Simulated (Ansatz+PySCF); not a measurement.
# doublet O₂(+): levels of theory in one basis

```yaml
atoms:
  - { symbol: O, position_ang: [0.0000, 0.0000, -0.5628] }
  - { symbol: O, position_ang: [0.0000, 0.0000, 0.5628] }
```

Basis set: cc-pVTZ (spherical functions). Left uncorrelated: 2 orbitals. Correlation on ROHF uses semicanonical orbitals with singles. Charge 1, multiplicity 2.

Computed with Ansatz (development build ahead of 0.2.0) and PySCF 2.14.0; each method stands on the lowest determinant of its kind that the runs found.

| method | E − E(ROHF) (eV) | <S²> of the determinant |
| --- | --- | --- |
| ROHF | 0.00 | 0.75 |
| UHF | -0.57 | 1.16 |
| ROHF-MP2 | -13.00 | – |
| UHF-MP2 | -11.27 | 1.16 |
| UHF-CCSD | -12.42 | 1.16 |
| ROHF-CCSD(T) | -13.02 | – |
| UHF-CCSD(T) | -12.99 | 1.16 |

The restricted and unrestricted rows may stand on different electronic states: another unrestricted solution lies nearer the restricted one.

Caution for UHF, UHF-MP2, UHF-CCSD, UHF-CCSD(T): the unrestricted determinant is spin contaminated; the determinant breaks the point group. Caution for ROHF-MP2, UHF-MP2: forces differ strongly between restricted and unrestricted references; MP2 on this radical cation hangs on the determinant chosen. Caution for UHF-MP2: another reference gives a lower total.
